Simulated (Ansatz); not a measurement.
This Ansatz (a quantum-chemistry and plane-wave program) input (B3LYP/6-31G**) gives -399.39160 Eh with 29 basis functions. A basis named .json is the Basis Set Exchange file of that set (core-valence sets with the plain set on hydrogen).

Ansatz 0.2 input:
```yaml
crystal:
  periodic: [false, false, false]
  atoms:
    - {symbol: S, position_ang: [0.00184013, 0.00030176, 0.10309296]}
    - {symbol: H, position_ang: [-0.00752722, 0.96781232, -0.82771199]}
    - {symbol: H, position_ang: [-0.02191490, -0.97264043, -0.82177540]}
basis:
  gaussian:
    orbitals: 6-31G__.json
hamiltonian:
  xc: {name: B3LYP}
magnetization: {spin_polarized: false}
```

Change:
```diff
- orbitals: 6-31G__.json
+ orbitals: def2-SVPD
```

What does the run give now?

-399.29180 Eh (B3LYP/def2-SVPD, 43 functions), a change of +99.80 mEh.
